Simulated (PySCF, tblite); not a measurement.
# C4H7FO: geometry, infrared bands, NMR shifts and spin-spin couplings, part 2 of 2

tblite 0.8.0 and PySCF 2.14.0. Atoms count from 0. The steps go on from the part before.

## (5) Indirect couplings: B3LYP/pcJ-1

Job settings and geometry (Å):

```
{"job": {"kind": "j", "xc": "B3LYP", "basis": "pcJ-1"}, "charge": 0, "multiplicity": 1}
C      1.829477    -0.321309    -0.004461
C      0.604471     0.204387     0.677988
O      0.472291     0.285079     1.871695
C     -0.531126     0.635924    -0.251165
C     -1.740690    -0.273805    -0.070762
F     -0.121076     0.606253    -1.569283
H      1.555383    -1.147940    -0.657350
H      2.560339    -0.645967     0.730305
H      2.252265     0.460438    -0.633370
H     -0.795446     1.679152    -0.033886
H     -1.482626    -1.293080    -0.349996
H     -2.560542     0.065890    -0.698308
H     -2.047109    -0.254536     0.970865
```

Level: B3LYP/pcJ-1 indirect spin-spin coupling, non-relativistic, gas phase.

Output:

```text
coarse grid: 10856 points
cycle   1  E = -331.4895575024  dE =  6.560e-01  |g| = 9.648e-01  |ddm| = 2.781e+00
cycle   2  E = -330.9399584937  dE =  5.496e-01  |g| = 1.968e+00  |ddm| = 2.468e+00
cycle   3  E = -331.6460016818  dE = -7.060e-01  |g| = 2.546e-01  |ddm| = 1.947e+00
cycle   4  E = -331.6582436139  dE = -1.224e-02  |g| = 9.305e-02  |ddm| = 2.416e-01
cycle   5  E = -331.6595393917  dE = -1.296e-03  |g| = 2.709e-02  |ddm| = 6.990e-02
cycle   6  E = -331.6596686739  dE = -1.293e-04  |g| = 6.571e-03  |ddm| = 2.107e-02
cycle   7  E = -331.6596760471  dE = -7.373e-06  |g| = 1.461e-03  |ddm| = 5.076e-03
final grid: 105248 points
cycle   8  E = -331.7203508677  dE = -1.421e-04  |g| = 9.106e-03  |ddm| = 1.773e-02
cycle   9  E = -331.7203176709  dE =  3.320e-05  |g| = 1.616e-02  |ddm| = 1.555e-02
cycle  10  E = -331.7203648643  dE = -4.719e-05  |g| = 2.599e-03  |ddm| = 1.159e-02
cycle  11  E = -331.7203660462  dE = -1.182e-06  |g| = 6.524e-04  |ddm| = 2.123e-03
cycle  12  E = -331.7203661059  dE = -5.972e-08  |g| = 2.511e-04  |ddm| = 5.247e-04
cycle  13  E = -331.7203661158  dE = -9.878e-09  |g| = 1.867e-05  |ddm| = 1.655e-04
cycle  14  E = -331.7203661159  dE = -6.162e-11  |g| = 8.345e-06  |ddm| = 2.662e-05
converged SCF energy = -331.7203661159

Indirect spin-spin couplings (Hz)
  i      j    bonds     total        FC       PSO       DSO        SD
  0 C    1 C    1     43.162    45.257    -2.367     0.272         -
  0 C    2 O    2     -0.986    -3.119     2.090     0.044         -
  0 C    3 C    2     12.920    12.928    -0.031     0.023         -
  0 C    4 C    3     -0.201    -0.237     0.078    -0.041         -
  0 C    5 F    3      2.420     3.126    -0.966     0.128     0.131
  0 C    6 H    1    132.192   130.249     1.184     0.760         -
  0 C    7 H    1    139.809   138.136     0.971     0.701         -
  0 C    8 H    1    132.597   130.677     1.169     0.752         -
  0 C    9 H    3      0.180     0.150     0.365    -0.335         -
  0 C   10 H    4     -0.200    -0.213    -0.010     0.023         -
  0 C   11 H    4      0.499     0.496     0.336    -0.333         -
  1 C    2 O    1     33.514    13.136    20.459    -0.082         -
  1 C    3 C    1     45.720    47.351    -1.981     0.350         -
  1 C    4 C    2     -0.064     0.095    -0.215     0.055         -
  1 C    5 F    2     21.053    22.641    -2.604     0.142     0.874
  1 C    6 H    2     -5.975    -5.813    -0.264     0.102         -
  1 C    7 H    2     -5.370    -4.908    -0.448    -0.015         -
  1 C    8 H    2     -6.538    -6.431    -0.208     0.102         -
  1 C    9 H    2     -2.094    -2.065    -0.166     0.136         -
  1 C   10 H    3      2.901     2.811    -0.113     0.202         -
  1 C   11 H    3      7.859     7.833     0.378    -0.352         -
  1 C   12 H    3      0.476     0.590    -0.259     0.145         -
  2 O    3 C    2     -2.046    -3.844     1.788     0.009         -
  2 O    4 C    3     -0.777    -0.874     0.089     0.008         -
  2 O    5 F    3      5.604     3.247     3.118     0.242    -1.002
  2 O    6 H    3     -2.518    -3.022     0.236     0.268         -
  2 O    7 H    3     -1.379    -2.112     0.700     0.033         -
  2 O    8 H    3     -2.403    -2.846     0.183     0.259         -
  2 O    9 H    3     -1.113    -1.301     0.137     0.051         -
  2 O   11 H    4     -0.322    -0.328    -0.192     0.199         -
  2 O   12 H    4     -0.435    -0.472     0.158    -0.121         -
  3 C    4 C    1     36.966    37.739    -1.028     0.254         -
  3 C    5 F    1   -236.455  -284.347    24.751     0.883    22.258
  3 C    6 H    3     -0.321    -0.289    -0.108     0.076         -
  3 C    7 H    3      3.421     3.448     0.360    -0.387         -
  3 C    8 H    3     -0.414    -0.374    -0.068     0.029         -
  3 C    9 H    1    159.294   158.632    -0.615     1.277         -
  3 C   10 H    2     -6.343    -6.218    -0.138     0.013         -
  3 C   11 H    2     -5.720    -5.582    -0.124    -0.014         -
  3 C   12 H    2      1.210     1.133     0.020     0.057         -
  4 C    5 F    2     20.384    21.073    -1.585    -0.058     0.953
  4 C    6 H    4     -0.401    -0.377    -0.037     0.014         -
  4 C    8 H    4     -0.552    -0.530     0.283    -0.305         -
  4 C    9 H    2     -2.823    -2.704     0.005    -0.124         -
  4 C   10 H    1    134.249   132.475     1.036     0.737         -
  4 C   11 H    1    138.463   136.754     1.016     0.694         -
  4 C   12 H    1    135.806   134.134     0.963     0.709         -
  5 F    6 H    4      4.555     5.153    -1.373     0.860    -0.086
  5 F    7 H    4     16.358    15.817     1.845    -1.409     0.106
  5 F    8 H    4      6.556     7.156    -1.501     0.953    -0.052
  5 F    9 H    2     59.040    54.609     8.883    -0.841    -3.611
  5 F   10 H    3     10.726     9.943     1.276    -0.122    -0.370
  5 F   11 H    3      6.058     4.885     1.718    -0.205    -0.340
  5 F   12 H    3     51.599    52.946     0.907    -2.017    -0.237
  6 H    7 H    2    -12.025   -12.163     2.761    -2.624         -
  6 H    8 H    2    -21.057   -21.260     2.389    -2.186         -
  6 H    9 H    4     -0.512    -0.389     1.714    -1.838         -
  6 H   11 H    5     -0.227    -0.150     0.794    -0.871         -
  7 H    8 H    2    -12.837   -12.977     2.761    -2.621         -
  7 H   11 H    5      0.507     0.586     1.360    -1.439         -
  7 H   12 H    5      0.182     0.270     0.931    -1.019         -
  8 H    9 H    4     -0.408    -0.323     0.441    -0.527         -
  9 H   10 H    3     14.064    14.195     2.651    -2.782         -
  9 H   11 H    3      6.616     6.689     0.123    -0.196         -
  9 H   12 H    3      1.862     1.897     0.251    -0.286         -
 10 H   11 H    2    -12.684   -12.805     2.611    -2.490         -
 10 H   12 H    2    -14.599   -14.724     2.591    -2.465         -
 11 H   12 H    2    -14.069   -14.183     2.746    -2.631         -
```

Wall time 33 s (1 thread of Intel Xeon Platinum 8488C, shared host); peak memory 0.91 GiB.

Couplings of 1 Hz or more, nine at most for each number of bonds, with means over like pairs (isotopes 13C, 19F, 1H, 17O):

```
   pair  bonds  J (Hz)  Fermi contact (Hz)  dihedral (°)
  C3–F5      1  -236.5              -284.3             –
  C3–H9      1   159.3               158.6             –
 C4–H10      1   136.2               134.5             –
  C0–H6      1   134.9               133.0             –
  C1–C3      1    45.7                47.4             –
  C0–C1      1    43.2                45.3             –
  C3–C4      1    37.0                37.7             –
  C1–O2      1    33.5                13.1             –
  F5–H9      2    59.0                54.6             –
  C1–F5      2    21.1                22.6             –
  C4–F5      2    20.4                21.1             –
  H6–H7      2   -15.3               -15.5             –
H10–H11      2   -13.8               -13.9             –
  C0–C3      2    12.9                12.9             –
  C1–H6      2    -6.0                -5.7             –
 C3–H10      2    -3.6                -3.6             –
  C4–H9      2    -2.8                -2.7             –
 F5–H10      3    22.8                22.6             –
 H9–H10      3     7.5                 7.6             –
  O2–F5      3     5.6                 3.2           173
 C1–H10      3     3.7                 3.7             –
  C0–F5      3     2.4                 3.1            -8
  O2–H6      3    -2.1                -2.7             –
  O2–H9      3    -1.1                -1.3            57
  F5–H6      4     9.2                 9.4             –
```

The spin-dipole term was solved for some atoms only; pairs without it lack that part.

The response was solved for the nuclei of C, F, H alone, so couplings that need other nuclei can be missing.

Quadrupole couplings from the field gradients of the same density:

```
atom  isotope  eQq/h (MHz)     η
  O2      17O         11.7  0.49
```

Joined with the shifts from before (PBE0/pcSseg-1, scaled to CDCl3), the couplings predict the line list below for 400 MHz. H–H couplings in it are scaled by factors fitted to measured ones, so they differ from the table.

1H NMR δ 4.73 (dq, J = 59.0, 6.9 Hz, 1H), 2.37 (d, J = 9.2 Hz, 3H), 1.48 (dd, J = 22.8, 6.9 Hz, 3H).

## (6) Outcome

The summary covers parts 1 to 2.

| quantity | value |
| --- | --- |
| strongest single infrared mode (GFN2-xTB) | 1779 cm⁻¹, 294 km/mol |
| zero-point energy (GFN2-xTB) | 64.2 kcal/mol |
| 13C shifts against TMS (PBE0/pcSseg-1) | 218.1, 97.6, 28.8, 21.4 ppm |
| 1H shifts against TMS (PBE0/pcSseg-1, means over atoms taken as alike) | 4.91, 2.40, 1.46 ppm |
| 17O shifts against H2O (PBE0/pcSseg-1) | 659.3 ppm |
| 19F shifts against CFCl3 (PBE0/pcSseg-1) | -212.5 ppm |
| largest coupling of the table (B3LYP/pcJ-1) | 1J(C,F) C3–F5, -236.5 Hz |

In words: The optimisation took 118 steps and gained 0.498 eV; among the close pairs (by a distance rule), C1–O2 changed most, from 1.244 to 1.204 Å. All 33 modes are real, so the xTB geometry is a minimum. The strongest single mode, at 1779 cm⁻¹, moves mainly C1 and O2. Unscaled tight-binding wavenumbers are off by several per cent, some by more. Its intensities can rank the bands wrongly. The most deshielded carbon is C1 (ketone carbonyl carbon), at 218.1 ppm: low-lying n→π* states of the double bond to the heteroatom give a large paramagnetic term (-283 ppm). H9 (hydrogen on an sp3 CH bonded to F, α to a carbonyl) lies farthest downfield among hydrogen, at 4.91 ppm; its carbon carries F, hence the downfield position. At PBE0/pcSseg-1: The widest tensor belongs to O2: span 1267 ppm, with a paramagnetic part of -724 ppm. Of the pairs tabulated at B3LYP/pcJ-1, C3–F5 couples most strongly (-236.5 Hz; Fermi contact -284.3 Hz). Couplings across rotatable bonds belong to this one conformer; where others are populated, the observed values are averages.
